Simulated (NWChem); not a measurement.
**CAM-B3LYP/DGauss-DZVP run of C4H8 (methylcyclopropane)**

What is the vertical ionisation energy of C4H8 (methylcyclopropane) at CAM-B3LYP/DGauss-DZVP? 

The calculation is run with NWChem 7.3.0.

## (1) The structure to begin with

C4H8: 12 atoms, total charge 0, spin state singlet. SMILES: `CC1CC1`. Geometry: relaxed at PBE0-D4/def2-TZVP.

Bond lengths: C1–C2 1.501 Å, C2–C3 1.497 Å, C2–C4 1.497 Å, C3–C4 1.501 Å, C1–H5 1.094 Å, C1–H6 1.094 Å, C1–H7 1.094 Å, C2–H8 1.086 Å, C3–H9 1.083 Å, C3–H10 1.084 Å, C4–H11 1.084 Å, C4–H12 1.083 Å. Some angles: C1–C2–C3 120.0°, C1–C2–C4 120.1°, C3–C2–C4 60.2°, C2–C3–C4 59.9°, C2–C4–C3 59.9°, C1–C2–H8 114.8°, C3–C2–H8 115.5°, C4–C2–H8 115.5°, C2–C1–H5 111.4°, C2–C1–H6 111.4°.

## (2) The energy at CAM-B3LYP/DGauss-DZVP

c4h8.xyz

```xyz
12
C4H8 energy
C     -0.930100     1.036200    -0.440400
C     -0.402900    -0.134500     0.337700
C      1.045700    -0.195600     0.710600
C      0.495500    -1.131900    -0.325100
H     -1.829400     0.769600    -1.002800
H     -1.181000     1.872900     0.217600
H     -0.184100     1.390700    -1.157200
H     -1.092100    -0.541300     1.071500
H      1.317400    -0.603500     1.676300
H      1.683100     0.612900     0.371600
H      0.763100    -0.952500    -1.360100
H      0.391900    -2.178100    -0.065700
```

c4h8.nw

```
start c4h8
title "C4H8 energy"
memory 2200 mb
charge 0
geometry units angstroms noautosym nocenter noautoz
  load format xyz c4h8.xyz
end
basis "ao basis" spherical bse
  C library DGauss-DZVP
  H library DGauss-DZVP
end
dft
  xc xcamb88 1.00 lyp 0.81 vwn_5 0.19 hfexch 1.00
  cam 0.33 cam_alpha 0.19 cam_beta 0.46
  grid fine
  convergence energy 1e-08
  direct
  maxiter 100
  mulliken
  noprint "final vectors analysis"
end
task dft energy
```

The run is started by

```bash
$ nwchem c4h8.nw > c4h8.out
```

The program printed, shortened:

```text
[...]
          Wavefunction type:  closed shell.
          No. of atoms     :    12
          No. of electrons :    32
[...]
          Charge           :     0
          Spin multiplicity:     1
[...]
          AO basis - number of functions:    72
[...]
              XC Information
              --------------
                     Hartree-Fock (Exact) Exchange  1.000
                   CAM-Becke88 Exchange Functional  1.000
                      VWN V Correlation Functional  0.190 local
              Lee-Yang-Parr Correlation Functional  0.810
[...]
 d= 0,ls=0.0,diis     1   -157.0857824077 -2.82D+02  7.11D-03  2.64D-01     2.9
[...]
 d= 0,ls=0.0,diis     8   -157.1215300040 -4.36D-10  4.36D-07  7.67D-10    21.3
         Total DFT energy =     -157.121530004048
      One electron energy =     -456.614754205933
           Coulomb energy =      199.240806535165
    Exchange-Corr. energy =      -24.536831899257
 Nuclear repulsion energy =      124.789249565978
[...]
      Total Density - Mulliken Population Analysis
     ---------------------------------------------
    Atom       Charge   Shell Charges
 -----------   ------   -------------------------------------------------------
    1 C    6     6.64   2.00  0.75  0.55  2.66  0.62  0.06
    2 C    6     6.16   2.00  0.73  0.41  2.58  0.35  0.08
    3 C    6     6.47   2.00  0.74  0.50  2.62  0.54  0.07
    4 C    6     6.47   2.00  0.74  0.50  2.62  0.54  0.07
    5 H    1     0.79   0.56  0.23
    6 H    1     0.79   0.56  0.23
    7 H    1     0.81   0.56  0.24
    8 H    1     0.77   0.57  0.21
    9 H    1     0.77   0.56  0.20
   10 H    1     0.79   0.56  0.22
[...]
```

It took 22 s on 1 thread of AMD EPYC 9R45 (Zen 5), shared host; peak memory 0.12 GiB.

## (3) The doublet cation at the same level

c4h8.nw

```
start c4h8
title "C4H8"
memory total 2200 mb
charge 1

geometry units au noautosym nocenter noautoz
  C   -1.75763427   1.95813421  -0.83223539
  C   -0.76137066  -0.25416816   0.63816051
  C    1.97608661  -0.36963043   1.34283938
  C    0.93635929  -2.13898100  -0.61434996
  H   -3.45706497   1.45433323  -1.89501736
  H   -2.23176655   3.53926806   0.41120440
  H   -0.34789858   2.62804212  -2.18679107
  H   -2.06376990  -1.02290875   2.02484154
  H    2.48952520  -1.14044972   3.16774790
  H    3.18059804   1.15821314   0.70222223
  H    1.44205001  -1.79996413  -2.57021650
  H    0.74058367  -4.11601247  -0.12415501
end

basis spherical bse
  C library DGauss-DZVP
  H library DGauss-DZVP
end

dft
  xc xcamb88 1.00 lyp 0.81 vwn_5 0.19 hfexch 1.00
  cam 0.33 cam_alpha 0.19 cam_beta 0.46
  mult 2
  grid fine
  convergence energy 1e-08
  direct
  maxiter 100
  mulliken
  print low
end

task dft energy
```

The run is started by

```bash
$ nwchem c4h8.nw > c4h8.out
```

The program printed, shortened:

```text
[...]
 d= 0,ls=0.0,diis     1   -156.6669721028 -2.81D+02  5.40D-03  1.62D-01     3.4
[...]
 d= 0,ls=0.0,diis    13   -156.7456313758 -1.33D-09  1.88D-07  6.44D-11    41.9
[...]
         Total DFT energy =     -156.745631375778
      One electron energy =     -448.381811042408
           Coulomb energy =      191.049419701801
    Exchange-Corr. energy =      -24.202480650657
 Nuclear repulsion energy =      124.789240615486
[...]
      Total Density - Mulliken Population Analysis
     ---------------------------------------------
    Atom       Charge   Shell Charges
 -----------   ------   -------------------------------------------------------
    1 C    6     6.61   2.00  0.76  0.60  2.69  0.51  0.05
    2 C    6     6.10   2.00  0.79  0.46  2.47  0.30  0.09
    3 C    6     6.40   2.00  0.77  0.55  2.58  0.44  0.07
    4 C    6     6.40   2.00  0.77  0.55  2.58  0.44  0.07
    5 H    1     0.69   0.54  0.16
    6 H    1     0.69   0.54  0.16
    7 H    1     0.75   0.56  0.20
    8 H    1     0.67   0.55  0.12
    9 H    1     0.66   0.54  0.12
   10 H    1     0.68   0.55  0.14
[...]
      <S2> =      0.7527 (Exact =     0.7500)
[...]
```

Run time: 43 s. Hardware: 1 thread of AMD EPYC 9R45 (Zen 5), shared host; peak memory 0.12 GiB.

## (4) Outcome

At CAM-B3LYP/DGauss-DZVP:

```
                                          quantity          value
                        singlet C4H8: total energy  -157.12153 Eh
                       singlet C4H8: dipole moment         0.15 D
                      doublet cation: total energy  -156.74563 Eh
                              doublet cation: ⟨S²⟩          0.753
vertical ionisation energy (to the doublet cation)      10.229 eV
```

**Reading.** Removing an electron at fixed nuclei costs 10.23 eV (236 kcal/mol).
